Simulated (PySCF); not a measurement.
## Basis-set dependence of BCl⁺ at PBE

PySCF, UKS reference; doublet, unpaired electrons σ ↑; De to B⁺ + Cl without counterpoise correction.

```tsv
basis	relativity	functions	Re (Å)	ωe (cm⁻¹)	De (eV)	μ (D)
6-31G(d,p)	no relativity	32	1.614	1124	4.34	-2.77
6-311G(d,p)	no relativity	44	1.611	1123	4.36	-2.72
aug-cc-pVDZ/aug-cc-pV(D+d)Z	no relativity	55	1.617	1111	4.43	-2.61
def2-TZVPPD	no relativity	88	1.608	1116	4.51	-2.56
```

Problem. How does each smaller set differ from the one with most functions, def2-TZVPPD?

Solution. 6-31G(d,p): +0.6 pm, +0.7 % in ωe, -0.17 eV in De; 6-311G(d,p): +0.3 pm, +0.6 % in ωe, -0.15 eV in De; aug-cc-pVDZ/aug-cc-pV(D+d)Z: +0.9 pm, -0.4 % in ωe, -0.08 eV in De. All at PBE; the set with most functions is neither the basis-set limit nor always the best.

A positive dipole points towards Cl; it is taken about the centre of mass and depends on that origin. For an ion De counts to the pair picked by the measured ionisation energies or electron affinities, which need not be the lowest pair at this level. The state was picked by a PBE0 search and need not be the measured ground state.
